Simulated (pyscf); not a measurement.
Single points on ωB97X-D3(BJ)/def2-SVP structures (PySCF, gas phase).

Q: What is the homolytic dissociation enthalpy (298 K, ωB97M-D3(BJ)/def2-TZVP) of the Si–V bond of `[SiH3][V]([Cl])([Cl])([Cl])[Cl]`, to SiH₃• + [Cl–V(Cl)(Cl)–Cl]•?

A: Si–V to SiH₃• + [Cl–V(Cl)(Cl)–Cl]•: 9.0 kcal/mol. The 7 functionals that were run give +3.2 (M06-2X) to +14.5 kcal/mol (ωB97X-D3(BJ)/def2-TZVP). The radicals are drawn with the spin at the cut bond; how far it spreads was not checked. H₃Si–V(Cl)(Cl)(Cl)–Cl may be a fragile minimum: a first optimisation, from another start, lost the drawn bonds and fell apart. One closed-shell reference is unstable to symmetry breaking; treat the single-reference values with care. Open-shell species with a d-block atom are single-reference here; other states, and whether the spin sits on metal or ligand, were not checked.
